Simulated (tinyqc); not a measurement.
Worked calculation: RKS/PBE in the sto-3g basis, for OH-, spin multiplicity 1. The basis has no diffuse functions, so it cannot describe the extra electron: this is an exercise in the method, not the real anion. Computed by tinyqc, a small Python program that keeps every step (integrals from PySCF). Settings: charge = -1, multiplicity = 1, basis = sto-3g, energy threshold = 1e-09, iteration cap = 53, orthogonalisation = canonical, start = atomic densities, DIIS depth = 0, method = RKS, functional = pbe,pbe, grid = [15, 26]. Command: `OMP_NUM_THREADS=1 python tinyqc.py 22994 22995 out.jsonl` (the two numbers bound the seeds that draw the settings). One thread of a shared host (Intel(R) Xeon(R) Processor @ 2.60GHz), about 0.7 s of CPU time with the checks. Later iterations appear only in the table of the cycle.

## One-electron integrals

Geometry (angstrom):
```
atom         x         y         z
O     0.000000  0.000000  0.000000
H     0.000000  0.000000  0.910000
```

Basis sto-3g: exponents (1/bohr^2) and contraction coefficients of normalised primitives:
```
element  l (shell)    exponent  coefficient
O            s (1)  130.709320     0.154329
O            s (1)   23.808861     0.535328
O            s (1)    6.443608     0.444635
O            s (2)    5.033151    -0.099967
O            s (2)    1.169596     0.399513
O            s (2)    0.380389     0.700115
O            p (3)    5.033151     0.155916
O            p (3)    1.169596     0.607684
O            p (3)    0.380389     0.391957
H            s (1)    3.425251     0.154329
H            s (1)    0.623914     0.535328
H            s (1)    0.168855     0.444635
```

Overlap, kinetic and nuclear-attraction integrals over the contracted functions; the nuclear repulsion is the sum of Za Zb / Rab.

nuclear repulsion = 4.65210735 hartree

overlap S, order 1O 1s, 1O 2s, 1O 2px, 1O 2py, 1O 2pz, 2H 1s:
```
[[1.000000, 0.236704, 0.000000, 0.000000, 0.000000, 0.060348],
 [0.236704, 1.000000, 0.000000, 0.000000, 0.000000, 0.506266],
 [0.000000, 0.000000, 1.000000, 0.000000, 0.000000, 0.000000],
 [0.000000, 0.000000, 0.000000, 1.000000, 0.000000, 0.000000],
 [0.000000, 0.000000, 0.000000, 0.000000, 1.000000, 0.409310],
 [0.060348, 0.506266, 0.000000, 0.000000, 0.409310, 1.000000]]
```

kinetic energy T (hartree), order 1O 1s, 1O 2s, 1O 2px, 1O 2py, 1O 2pz, 2H 1s:
```
[[29.003200, -0.168011, 0.000000, 0.000000, 0.000000, 0.001294],
 [-0.168011, 0.808128, 0.000000, 0.000000, 0.000000, 0.152550],
 [0.000000, 0.000000, 2.528731, 0.000000, 0.000000, 0.000000],
 [0.000000, 0.000000, 0.000000, 2.528731, 0.000000, 0.000000],
 [0.000000, 0.000000, 0.000000, 0.000000, 2.528731, 0.321867],
 [0.001294, 0.152550, 0.000000, 0.000000, 0.321867, 0.760032]]
```

nuclear attraction V (hartree), order 1O 1s, 1O 2s, 1O 2px, 1O 2py, 1O 2pz, 2H 1s:
```
[[-61.199968, -7.320726, 0.000000, 0.000000, -0.017176, -1.925743],
 [-7.320726, -9.623110, 0.000000, 0.000000, -0.198092, -3.963418],
 [0.000000, 0.000000, -9.503835, 0.000000, 0.000000, 0.000000],
 [0.000000, 0.000000, 0.000000, -9.503835, 0.000000, 0.000000],
 [-0.017176, -0.198092, 0.000000, 0.000000, -9.643342, -2.924600],
 [-1.925743, -3.963418, 0.000000, 0.000000, -2.924600, -5.675182]]
```

core Hamiltonian H = T + V (hartree), order 1O 1s, 1O 2s, 1O 2px, 1O 2py, 1O 2pz, 2H 1s:
```
[[-32.196768, -7.488737, 0.000000, 0.000000, -0.017176, -1.924449],
 [-7.488737, -8.814982, 0.000000, 0.000000, -0.198092, -3.810869],
 [0.000000, 0.000000, -6.975104, 0.000000, 0.000000, 0.000000],
 [0.000000, 0.000000, 0.000000, -6.975104, 0.000000, 0.000000],
 [-0.017176, -0.198092, 0.000000, 0.000000, -7.114611, -2.602733],
 [-1.924449, -3.810869, 0.000000, 0.000000, -2.602733, -4.915150]]
```

## Two-electron integrals

Functions are numbered as in S; the eight-fold symmetry (ij|kl) = (ji|kl) = (kl|ij) leaves the list below.

Two-electron integrals (ij|kl) in chemists' order, unique and non-zero (hartree):
```
(11|11) 4.785065   (21|11) 0.741380   (21|21) 0.136873   (22|11) 1.118947
(22|21) 0.256633   (22|22) 0.817206   (31|31) 0.024477   (32|31) 0.037809
(32|32) 0.180518   (33|11) 1.115814   (33|21) 0.256684   (33|22) 0.817023
(33|33) 0.880159   (41|41) 0.024477   (42|41) 0.037809   (42|42) 0.180518
(43|43) 0.047444   (44|11) 1.115814   (44|21) 0.256684   (44|22) 0.817023
(44|33) 0.785270   (44|44) 0.880159   (51|51) 0.024477   (52|51) 0.037809
(52|52) 0.180518   (53|53) 0.047444   (54|54) 0.047444   (55|11) 1.115814
(55|21) 0.256684   (55|22) 0.817023   (55|33) 0.785270   (55|44) 0.785270
(55|55) 0.880159   (61|11) 0.192353   (61|21) 0.035180   (61|22) 0.065429
(61|33) 0.065308   (61|44) 0.065308   (61|51) 0.001605   (61|52) 0.002990
(61|55) 0.065680   (61|61) 0.009158   (62|11) 0.437474   (62|21) 0.101459
(62|22) 0.354161   (62|33) 0.348417   (62|44) 0.348417   (62|51) 0.007542
(62|52) 0.056014   (62|55) 0.365324   (62|61) 0.026518   (62|62) 0.185193
(63|31) 0.010979   (63|32) 0.062575   (63|53) 0.011832   (63|63) 0.027382
(64|41) 0.010979   (64|42) 0.062575   (64|54) 0.011832   (64|64) 0.027382
(65|11) 0.301698   (65|21) 0.070923   (65|22) 0.264499   (65|33) 0.252322
(65|44) 0.252322   (65|51) 0.015644   (65|52) 0.102612   (65|55) 0.288567
(65|61) 0.019412   (65|62) 0.168015   (65|65) 0.178211   (66|11) 0.555127
(66|21) 0.130829   (66|22) 0.520535   (66|33) 0.499314   (66|44) 0.499314
(66|51) 0.013362   (66|52) 0.133562   (66|55) 0.562362   (66|61) 0.034555
(66|62) 0.332501   (66|65) 0.344920   (66|66) 0.774606
```

## Orthogonalisation

S = U s U^T; canonical form X = U s^(-1/2), so that X^T S X = 1. Each column of U has its largest component positive (the first on a tie).

eigenvalues of S: [0.336372, 0.840174, 1.000000, 1.000000, 1.127089, 1.696365]

X, order 1O 1s, 1O 2s, 1O 2px, 1O 2py, 1O 2pz, 2H 1s:
```
[[0.245582, 0.782438, 0.000000, 0.000000, -0.596610, 0.194494],
 [-0.990151, -0.473125, 0.000000, 0.000000, -0.367898, 0.440792],
 [0.000000, 0.000000, 0.956408, -0.292033, 0.000000, 0.000000],
 [0.000000, 0.000000, 0.292033, 0.956408, 0.000000, 0.000000],
 [-0.729706, 0.554360, 0.000000, 0.000000, 0.600943, 0.302925],
 [1.183097, -0.216464, 0.000000, 0.000000, 0.186590, 0.515370]]
```

Within a degenerate level the vectors are fixed only up to a rotation; this is one choice.

## Starting guess

The start is atomic minimal-basis densities projected into this basis (PySCF's MINAO start) and scaled to the electron count of each spin; this density is not idempotent, so its energy is not variational and may lie below the converged one.

D at the start, order 1O 1s, 1O 2s, 1O 2px, 1O 2py, 1O 2pz, 2H 1s:
```
[[2.387188, -0.550866, 0.000000, 0.000000, 0.018847, -0.024201],
 [-0.550866, 2.345484, 0.000000, 0.000000, -0.098837, 0.061327],
 [0.000000, 0.000000, 1.456076, 0.000000, 0.000000, 0.000000],
 [0.000000, 0.000000, 0.000000, 1.456076, 0.000000, 0.000000],
 [0.018847, -0.098837, 0.000000, 0.000000, 1.326493, 0.128893],
 [-0.024201, 0.061327, 0.000000, 0.000000, 0.128893, 1.124779]]
```

## Iteration 1: exchange-correlation on the grid

Becke grid with 15 radial and 26 angular points per atom, points of zero weight dropped. rho = sum D_ij phi_i phi_j; V_xc,ij = sum w v_xc phi_i phi_j plus the gradient terms; v_xc is d(rho eps)/d rho at fixed gradient.

The 8 grid points with the largest w rho, of 769 (bohr, atomic units):
```
x                  y          z         w       rho  |grad rho|^2     eps_xc       v_xc
-0.900000   0.000000   0.000000  0.174893  0.583042      1.520860  -0.688567  -0.884107
0.000000    0.900000   0.000000  0.174893  0.583042      1.520860  -0.688567  -0.884107
0.000000   -0.900000   0.000000  0.174893  0.583042      1.520860  -0.688567  -0.884107
0.900000    0.000000   0.000000  0.174893  0.583042      1.520860  -0.688567  -0.884107
0.000000    0.000000  -0.900000  0.174965  0.569897      1.473804  -0.683880  -0.877272
-1.315168   0.000000   0.000000  0.488054  0.198635      0.363094  -0.511784  -0.595305
0.000000    1.315168   0.000000  0.488054  0.198635      0.363094  -0.511784  -0.595305
0.000000   -1.315168   0.000000  0.488054  0.198635      0.363094  -0.511784  -0.595305
```

electrons on the grid, sum of w rho = 10.022291

E_xc = sum of w rho eps_xc = -10.24796642 hartree

V_xc (hartree), order 1O 1s, 1O 2s, 1O 2px, 1O 2py, 1O 2pz, 2H 1s:
```
[[-3.207017, -0.432290, 0.000000, 0.000000, -0.000103, -0.113282],
 [-0.432290, -0.808802, 0.000000, 0.000000, -0.015844, -0.348861],
 [0.000000, 0.000000, -0.797289, 0.000000, 0.000000, 0.000000],
 [0.000000, 0.000000, 0.000000, -0.797289, 0.000000, 0.000000],
 [-0.000103, -0.015844, 0.000000, 0.000000, -0.813697, -0.273913],
 [-0.113282, -0.348861, 0.000000, 0.000000, -0.273913, -0.540777]]
```

## Iteration 1: building the Kohn-Sham matrix

J_ij = sum D_kl (ij|kl); F = H + J + V_xc; E = tr D H + tr D J / 2 + E_xc + E_nn.

Coulomb J (hartree), order 1O 1s, 1O 2s, 1O 2px, 1O 2py, 1O 2pz, 2H 1s:
```
[[18.706574, 3.485116, 0.000000, 0.000000, 0.013358, 0.897348],
 [3.485116, 8.462151, 0.000000, 0.000000, 0.149147, 3.690422],
 [0.000000, 0.000000, 8.430057, 0.000000, 0.000000, 0.000000],
 [0.000000, 0.000000, 0.000000, 8.430057, 0.000000, 0.000000],
 [0.013358, 0.149147, 0.000000, 0.000000, 8.500075, 2.813903],
 [0.897348, 3.690422, 0.000000, 0.000000, 2.813903, 5.575394]]
```

Kohn-Sham matrix F (hartree), order 1O 1s, 1O 2s, 1O 2px, 1O 2py, 1O 2pz, 2H 1s:
```
[[-16.697211, -4.435911, 0.000000, 0.000000, -0.003920, -1.140383],
 [-4.435911, -1.161632, 0.000000, 0.000000, -0.064790, -0.469308],
 [0.000000, 0.000000, 0.657665, 0.000000, 0.000000, 0.000000],
 [0.000000, 0.000000, 0.000000, 0.657665, 0.000000, 0.000000],
 [-0.003920, -0.064790, 0.000000, 0.000000, 0.571767, -0.062743],
 [-1.140383, -0.469308, 0.000000, 0.000000, -0.062743, 0.119467]]
```

total energy of this density = -79.23268105 hartree

This density is the starting one; it is not idempotent, so its energy is not variational and may lie below the converged one.

## Iteration 1: diagonalisation and new density

Diagonalise F' = X^T F X, C = X C', fill 5 alpha and 5 beta electrons from the bottom; D = 2 C_occ C_occ^T. Each column has its largest component positive (the first on a tie).

F' = X^T F X (hartree):
```
[[0.936071, -0.931511, 0.000000, 0.000000, 0.605710, -0.340359],
 [-0.931511, -6.680834, 0.000000, 0.000000, 7.525726, -3.612089],
 [0.000000, 0.000000, 0.657665, 0.000000, 0.000000, 0.000000],
 [0.000000, 0.000000, 0.000000, 0.657665, 0.000000, 0.000000],
 [0.605710, 7.525726, 0.000000, 0.000000, -7.501423, 4.052384],
 [-0.340359, -3.612089, 0.000000, 0.000000, 4.052384, -2.012918]]
```

orbital energies (hartree): [-16.713382, -0.065704, 0.407613, 0.657665, 0.657665, 1.112369]

coefficients C, order 1O 1s, 1O 2s, 1O 2px, 1O 2py, 1O 2pz, 2H 1s:
```
[[0.991567, -0.224129, -0.143002, 0.000000, 0.000000, 0.111372],
 [0.036556, 0.742519, 0.693874, 0.000000, 0.000000, -0.706939],
 [0.000000, 0.000000, 0.000000, 0.999340, -0.036336, 0.000000],
 [0.000000, 0.000000, 0.000000, 0.036336, 0.999340, 0.000000],
 [0.004898, 0.096111, -0.565903, 0.000000, 0.000000, -0.981415],
 [-0.011567, 0.391598, -0.598000, 0.000000, 0.000000, 1.111715]]
```

D after iteration 1, order 1O 1s, 1O 2s, 1O 2px, 1O 2py, 1O 2pz, 2H 1s:
```
[[2.107777, -0.458796, 0.000000, 0.000000, 0.128481, -0.027445],
 [-0.458796, 2.068262, 0.000000, 0.000000, -0.642243, -0.249180],
 [0.000000, 0.000000, 2.000000, 0.000000, 0.000000, 0.000000],
 [0.000000, 0.000000, 0.000000, 2.000000, 0.000000, 0.000000],
 [0.128481, -0.642243, 0.000000, 0.000000, 0.659015, 0.751980],
 [-0.027445, -0.249180, 0.000000, 0.000000, 0.751980, 1.022174]]
```

Within a degenerate level the vectors are fixed only up to a rotation; this is one choice.

## Iteration 2: exchange-correlation on the grid

As before.

The 8 grid points with the largest w rho, of 769 (bohr, atomic units):
```
x                  y         z         w       rho  |grad rho|^2     eps_xc       v_xc
0.000000   -0.900000  0.000000  0.174893  0.683411      2.106323  -0.723092  -0.930914
0.000000    0.900000  0.000000  0.174893  0.683411      2.106323  -0.723092  -0.930914
0.900000    0.000000  0.000000  0.174893  0.683411      2.106323  -0.723092  -0.930914
-0.900000   0.000000  0.000000  0.174893  0.683411      2.106323  -0.723092  -0.930914
0.000000   -1.315168  0.000000  0.488054  0.233227      0.510059  -0.535983  -0.628695
0.000000    1.315168  0.000000  0.488054  0.233227      0.510059  -0.535983  -0.628695
-1.315168   0.000000  0.000000  0.488054  0.233227      0.510059  -0.535983  -0.628695
1.315168    0.000000  0.000000  0.488054  0.233227      0.510059  -0.535983  -0.628695
```

electrons on the grid, sum of w rho = 10.020876

E_xc = sum of w rho eps_xc = -9.62051802 hartree

V_xc (hartree), order 1O 1s, 1O 2s, 1O 2px, 1O 2py, 1O 2pz, 2H 1s:
```
[[-3.100270, -0.422427, 0.000000, 0.000000, 0.003656, -0.110037],
 [-0.422427, -0.812445, 0.000000, 0.000000, 0.007900, -0.344054],
 [0.000000, 0.000000, -0.816400, 0.000000, 0.000000, 0.000000],
 [0.000000, 0.000000, 0.000000, -0.816400, 0.000000, 0.000000],
 [0.003656, 0.007900, 0.000000, 0.000000, -0.787785, -0.260672],
 [-0.110037, -0.344054, 0.000000, 0.000000, -0.260672, -0.535901]]
```

## Iteration 2: building the Kohn-Sham matrix

As before.

Coulomb J (hartree), order 1O 1s, 1O 2s, 1O 2px, 1O 2py, 1O 2pz, 2H 1s:
```
[[17.711032, 3.351651, 0.000000, 0.000000, -0.008935, 0.860367],
 [3.351651, 8.369504, 0.000000, 0.000000, 0.040611, 3.624725],
 [0.000000, 0.000000, 8.367180, 0.000000, 0.000000, 0.000000],
 [0.000000, 0.000000, 0.000000, 8.367180, 0.000000, 0.000000],
 [-0.008935, 0.040611, 0.000000, 0.000000, 8.350446, 2.725351],
 [0.860367, 3.624725, 0.000000, 0.000000, 2.725351, 5.469299]]
```

Kohn-Sham matrix F (hartree), order 1O 1s, 1O 2s, 1O 2px, 1O 2py, 1O 2pz, 2H 1s:
```
[[-17.586007, -4.559513, 0.000000, 0.000000, -0.022455, -1.174119],
 [-4.559513, -1.257923, 0.000000, 0.000000, -0.149581, -0.530197],
 [0.000000, 0.000000, 0.575677, 0.000000, 0.000000, 0.000000],
 [0.000000, 0.000000, 0.000000, 0.575677, 0.000000, 0.000000],
 [-0.022455, -0.149581, 0.000000, 0.000000, 0.448050, -0.138054],
 [-1.174119, -0.530197, 0.000000, 0.000000, -0.138054, 0.018247]]
```

total energy of this density = -74.30540578 hartree

## Iteration 2: diagonalisation and new density

As before.

F' = X^T F X (hartree):
```
[[0.777826, -1.005681, 0.000000, 0.000000, 0.704529, -0.322158],
 [-1.005681, -7.152338, 0.000000, 0.000000, 7.919495, -3.791067],
 [0.000000, 0.000000, 0.575677, 0.000000, 0.000000, 0.000000],
 [0.000000, 0.000000, 0.000000, 0.575677, 0.000000, 0.000000],
 [0.704529, 7.919495, 0.000000, 0.000000, -7.883516, 4.156504],
 [-0.322158, -3.791067, 0.000000, 0.000000, 4.156504, -2.207449]]
```

orbital energies (hartree): [-17.596522, -0.192209, 0.352687, 0.575677, 0.575677, 0.970567]

coefficients C, order 1O 1s, 1O 2s, 1O 2px, 1O 2py, 1O 2pz, 2H 1s:
```
[[0.993436, -0.213744, -0.156057, 0.000000, 0.000000, 0.096625],
 [0.028897, 0.727195, 0.753022, 0.000000, 0.000000, -0.661214],
 [0.000000, 0.000000, 0.000000, 0.997939, -0.064177, 0.000000],
 [0.000000, 0.000000, 0.000000, 0.064177, 0.997939, 0.000000],
 [0.005195, 0.196767, -0.551205, 0.000000, 0.000000, -0.974737],
 [-0.009500, 0.370607, -0.572559, 0.000000, 0.000000, 1.132137]]
```

D after iteration 2, order 1O 1s, 1O 2s, 1O 2px, 1O 2py, 1O 2pz, 2H 1s:
```
[[2.113911, -0.488483, 0.000000, 0.000000, 0.098245, 0.001398],
 [-0.488483, 2.193380, 0.000000, 0.000000, -0.543661, -0.323840],
 [0.000000, 0.000000, 2.000000, 0.000000, 0.000000, 0.000000],
 [0.000000, 0.000000, 0.000000, 2.000000, 0.000000, 0.000000],
 [0.098245, -0.543661, 0.000000, 0.000000, 0.685142, 0.776943],
 [0.001398, -0.323840, 0.000000, 0.000000, 0.776943, 0.930527]]
```

Within a degenerate level the vectors are fixed only up to a rotation; this is one choice.

## Iteration 25 (converged): orbitals

converged F (hartree), order 1O 1s, 1O 2s, 1O 2px, 1O 2py, 1O 2pz, 2H 1s:
```
[[-17.541384, -4.550296, 0.000000, 0.000000, -0.019367, -1.171535],
 [-4.550296, -1.238018, 0.000000, 0.000000, -0.138195, -0.521056],
 [0.000000, 0.000000, 0.596858, 0.000000, 0.000000, 0.000000],
 [0.000000, 0.000000, 0.000000, 0.596858, 0.000000, 0.000000],
 [-0.019367, -0.138195, 0.000000, 0.000000, 0.465448, -0.129723],
 [-1.171535, -0.521056, 0.000000, 0.000000, -0.129723, 0.023965]]
```

As before.

F' = X^T F X (hartree):
```
[[0.793864, -1.002280, 0.000000, 0.000000, 0.698985, -0.336261],
 [-1.002280, -7.126070, 0.000000, 0.000000, 7.902924, -3.781932],
 [0.000000, 0.000000, 0.596858, 0.000000, 0.000000, 0.000000],
 [0.000000, 0.000000, 0.000000, 0.596858, 0.000000, 0.000000],
 [0.698985, 7.902924, 0.000000, 0.000000, -7.861620, 4.151651],
 [-0.336261, -3.781932, 0.000000, 0.000000, 4.151651, -2.186521]]
```

orbital energies (hartree): [-17.551956, -0.172507, 0.358960, 0.596858, 0.596858, 0.985156]

coefficients C, order 1O 1s, 1O 2s, 1O 2px, 1O 2py, 1O 2pz, 2H 1s:
```
[[0.993411, -0.212407, -0.156869, 0.000000, 0.000000, 0.098499],
 [0.028981, 0.718069, 0.756708, 0.000000, 0.000000, -0.666950],
 [0.000000, 0.000000, 0.000000, 0.999549, 0.030041, 0.000000],
 [0.000000, 0.000000, 0.000000, -0.030041, 0.999549, 0.000000],
 [0.004989, 0.184820, -0.546552, 0.000000, 0.000000, -0.979684],
 [-0.009448, 0.385481, -0.577398, 0.000000, 0.000000, 1.124688]]
```

D after iteration 25, order 1O 1s, 1O 2s, 1O 2px, 1O 2py, 1O 2pz, 2H 1s:
```
[[2.113180, -0.484875, 0.000000, 0.000000, 0.102872, -0.001378],
 [-0.484875, 2.178141, 0.000000, 0.000000, -0.561444, -0.320787],
 [0.000000, 0.000000, 2.000000, 0.000000, 0.000000, 0.000000],
 [0.000000, 0.000000, 0.000000, 2.000000, 0.000000, 0.000000],
 [0.102872, -0.561444, 0.000000, 0.000000, 0.665804, 0.773551],
 [-0.001378, -0.320787, 0.000000, 0.000000, 0.773551, 0.964147]]
```

Within a degenerate level the vectors are fixed only up to a rotation; this is one choice.

## Convergence

Stop when the energy changes by less than 1e-09 hartree and every element of the error matrix X^T (F D S - S D F) X is below 9e-06.

Course of the cycle:
```
iteration   E (hartree)     change  largest element of the error matrix
1          -79.23268105          -                             9.69e-01
2          -74.30540578   4.93e+00                             9.70e-02
3          -74.31124614  -5.84e-03                             3.77e-02
4          -74.31166959  -4.23e-04                             1.58e-02
5          -74.31174959  -8.00e-05                             8.68e-03
6          -74.31178219  -3.26e-05                             5.73e-03
7          -74.31179788  -1.57e-05                             4.09e-03
8          -74.31180561  -7.73e-06                             2.89e-03
9          -74.31180943  -3.82e-06                             2.03e-03
10         -74.31181131  -1.89e-06                             1.43e-03
11         -74.31181224  -9.31e-07                             1.01e-03
12         -74.31181270  -4.60e-07                             7.07e-04
13         -74.31181293  -2.27e-07                             4.97e-04
14         -74.31181304  -1.12e-07                             3.49e-04
15         -74.31181310  -5.55e-08                             2.45e-04
16         -74.31181313  -2.74e-08                             1.72e-04
17         -74.31181314  -1.35e-08                             1.21e-04
18         -74.31181315  -6.69e-09                             8.52e-05
19         -74.31181315  -3.30e-09                             5.99e-05
20         -74.31181315  -1.63e-09                             4.21e-05
21         -74.31181315  -8.06e-10                             2.96e-05
22         -74.31181315  -3.98e-10                             2.08e-05
23         -74.31181315  -1.97e-10                             1.46e-05
24         -74.31181315  -9.72e-11                             1.03e-05
25         -74.31181315  -4.80e-11                             7.22e-06
```

PySCF RKS in the same basis, fine grid = -74.28580936 hartree

Converged in 25 iterations. The coarse grid moves the energy by -2.60e-02 hartree.

## Populations, bond orders and dipole

Mulliken: Z minus the diagonal of D S on the atom; Loewdin: the same with S^(1/2) D S^(1/2); Mayer order: 2 sum_s sum (D(s) S)_ij (D(s) S)_ji over the two atoms.

Charges (e):
```
atom   Mulliken    Loewdin
1O    -0.881718  -0.876503
2H    -0.118282  -0.123497
```

Mayer bond orders:
```
pair     order
2-1   0.986009
```

dipole moment about the origin, x y z (debye): [0.000000, 0.000000, 0.071970]
